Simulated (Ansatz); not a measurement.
Geometry optimisation, RKS PBE/def2-SVP (Ansatz 0.2.0).

The input (input.yaml):

```yaml
crystal:
  periodic: [false, false, false]
  atoms:
    - { symbol: Al, position_ang: [0.035534, -0.436668, -0.431472] }
    - { symbol: F, position_ang: [0.146156, 0.04831, 2.401115] }
    - { symbol: H, position_ang: [1.383952, 0.298741, -0.884899] }
    - { symbol: H, position_ang: [-1.398395, 0.191513, -0.771847] }
    - { symbol: Si, position_ang: [0.126913, -2.566104, 0.574773] }
    - { symbol: H, position_ang: [-0.675494, -3.671404, -0.06928] }
    - { symbol: H, position_ang: [1.519763, -3.090922, 0.824853] }
    - { symbol: H, position_ang: [-0.484724, -2.453528, 1.971216] }
    - { symbol: H, position_ang: [-0.101906, -0.836638, 2.585742] }
basis:
  gaussian: { orbitals: def2-SVP }
hamiltonian:
  xc: pbe
relax:
  f_tol: 0.03
  max_steps: 50
output:
  orbitals: {}
```

Command:

```bash
$ ansatz run input.yaml --threads 1 --pin off --max-ram 2048MiB --backend cpu --events-out ev --progress --plain --runs-dir out
```

Q: Where does it end, and by what steps?

A: The run converged. The force dipped under the threshold on the way, but the program's further checks kept it going. After 15 steps the energy has fallen by 0.452 eV; F2 moved furthest, 0.67 Å. Joined: Al1–F2 (2.88 → 2.03 Å).

```
step  energy less start (eV)  largest force component (eV/Å)  accepted
   0                  0.0000                           1.027       yes
   1                 -0.1578                           0.311       yes
   2                 -0.3125                           0.327       yes
   3                 -0.3710                           0.470       yes
   4                 -0.4060                           0.214       yes
   5                 -0.4201                           0.253       yes
   6                 -0.3906                           0.943        no
   7                 -0.4380                           0.215       yes
   8                 -0.4439                           0.238       yes
   9                 -0.4282                           0.176        no
  10                 -0.4475                           0.163       yes
  11                 -0.4507                           0.073       yes
  12                 -0.4505                           0.037        no
  13                 -0.4518                           0.015       yes
  14                 -0.4520                           0.079       yes
  15                 -0.4521                           0.021       yes
```

```xyz
9
Properties=species:S:1:pos:R:3
Al 0.059 -0.256 -0.152
F -0.225 0.003 1.845
H 1.447 0.492 -0.426
H -1.332 0.216 -0.786
Si 0.197 -2.634 0.583
H -0.906 -3.624 0.306
H 1.505 -3.385 0.629
H -0.035 -2.361 2.117
H -0.157 -0.968 2.084
```

Whether the end is a true minimum wasn't checked by a vibrational analysis.

Run time: 43 s on 1 thread of Arm Neoverse V1 (shared host), peak memory 0.14 GiB.
